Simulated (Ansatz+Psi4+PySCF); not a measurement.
Results of a calculation; reference values are marked as such.
## PySCF 2.14.0 run

```python
from pyscf import gto, scf, mp

mol = gto.M(atom="""
C 0.000000 0.000000 0.000000
H 0.000000 0.000000 -1.090000
O 0.000000 1.126640 0.599050
O 0.000000 -1.098390 0.584020
""", basis='cc-pvtz', charge=0, spin=1)
mf = scf.UHF(mol)
mf.kernel()
pt = mp.MP2(mf, frozen=3).run()
print(mf.e_tot, pt.e_corr, pt.e_tot)
```

The script is written out from the run's settings.

The run gave:

```json
{"Converged": "yes", "Reference energy": "-188.13062 hartree", "Correlation energy": "-0.62981 hartree", "Total energy": "-188.76043 hartree", "Spin squared of the determinant": "0.800"}
```

Messages of the program:
```
WARN: HOMO -0.36802252514782 >= LUMO -0.36802252514782
WARN: HOMO -0.36802252514782 >= LUMO -0.36802252514782
```

This is not the lowest solution: another run reaches a determinant 1.72 eV lower. Caution: another reference gives a lower total.
